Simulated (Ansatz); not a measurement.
**AlP+ (quartet): the correlation ladder, cc-pVTZ**

The task here is to estimate one member of a computed series from the others.

Program: Ansatz 0.2.0, Gaussian basis. Level of theory: cc-pVTZ, core rule «outside noble gas», up to 10 orbitals frozen. These are calculated values, not measurements.

Plan: UHF; CCSD(T) on ROHF; CCSD(T) on UHF; BCCD(T) on ROHF; CISD; CCSDT(Q) on ROHF; CCSDT(Q) on UHF.

26 further runs of the same task are left out: 6 for a known fault of the program, 9 that didn't finish, 11 set aside as unsound or not needed.

## What is computed

The geometry is a PBE0/def2-TZVP stationary point (not a proven minimum) of the parent state, kept for this charge and spin.

2 atoms, charge 1, spin multiplicity 4.

Atoms are counted from 1 here; the program's logs count them from 0.

Bond lengths: Al1–P2 2.208 Å.

The first run:

in.yaml reads:

```yaml
crystal:
  periodic: [false, false, false]
  atoms:
    - {symbol: Al, position_ang: [0.000000, 0.000000, 0.000000]}
    - {symbol: P, position_ang: [0.000000, 0.000000, 2.208000]}
basis:
  gaussian: {orbitals: cc-pVTZ}
total_charge: 1
magnetization: {spin_polarized: true, initial_magnetization: 3}
hamiltonian: {xc: hf}
output: {orbitals: {seedname: orbitals}}
```

Run with:

```sh
$ ansatz run in.yaml --threads 1 --pin off --events-out ev --progress --plain --max-ram 2393MiB
```

Steps of the session up to this table: UHF; CCSD(T) on ROHF; CCSD(T) on UHF; BCCD(T) on ROHF; CISD; CCSDT(Q) on ROHF; CCSDT(Q) on UHF.

One of the session's tables, all rows but one given; the rest of the session is left out.

It belongs to the step «Misses and costs». 

| method | from UCCSDT(Q) (kcal/mol) |
| --- | --- |
| ROHF | +104.93 |
| UHF | +100.67 |
| RMP2 | +22.05 |
| UMP2 | +22.94 |
| CISD | +9.32 |
| RCCSD | +6.24 |
| UCCSD | ? |
| RCCSD(T) | +1.17 |
| UCCSD(T) | +1.16 |
| BCCD(T) | +1.20 |
| RCCSDT | +0.35 |
| UCCSDT | +0.28 |
| RCCSDT(Q) | +0.06 |
| UCCSDT(Q) | 0 |

Q: Estimate the row for UCCSD from the others.

**Answer.** from UCCSDT(Q) (kcal/mol): +5.97. In the column «from UCCSDT(Q) (kcal/mol)» it lies between BCCD(T) (+1.20) and RCCSD (+6.24).

Limits of these values: Restricted and unrestricted rows rest on different reference determinants; where their highest levels disagree by more than a few hundredths of an eV, they describe different states and don't form one ladder.
